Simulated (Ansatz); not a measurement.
Born–Oppenheimer molecular dynamics of BFH$_{4}$ (6 atoms, charge 0, multiplicity 1). It starts at the highest image of a converged band, a first-order saddle point between two minima.

All numbers below come from RKS B3LYP-D4/def2-TZVP in Ansatz.

```
ensemble                      : NVE (velocity Verlet)
time step                     : 0.5 fs
steps asked                   : 200
starting velocities drawn for : 300 K
seed                          : 3565
```

First frame:

```xyz
6
Properties=species:S:1:pos:R:3
B 0.009 -0.160 0.061
H 0.007 0.190 1.314
H 1.043 0.119 -0.446
H -1.045 0.060 -0.433
F 0.056 -1.736 0.555
H 0.036 -0.876 1.309
```

**Question.** How far do the bonds stretch over the last three quarters of this one trajectory? (Pairs bonded in most of those frames.)

**Answer.** 
```
 bond  mean (Å)  spread (Å)  shortest  longest
B1–H2     1.192       0.018      1.16     1.22
B1–H3     1.192       0.024      1.15     1.23
B1–H4     1.192       0.014      1.17     1.22
F5–H6     0.931       0.021      0.90     0.96
```

Mean temperature of the second half: 881 K. The conserved energy stayed within 0.11 meV per atom of its start (net change -0.078 meV per atom), so the integration is sound. The system heated up, since it started high on the potential surface and ran downhill. A run of 0.1 ps of so small a system gives no equilibrium averages. The orbitals stay closed-shell, which can raise the energy where a bond breaks towards radicals; this wasn't checked here.

Run time: 4.4 min on 2 threads of Intel(R) Xeon(R) Platinum 8259CL CPU @ 2.50GHz (Skylake/Cascade Lake) (shared host), peak memory 0.14 GiB.
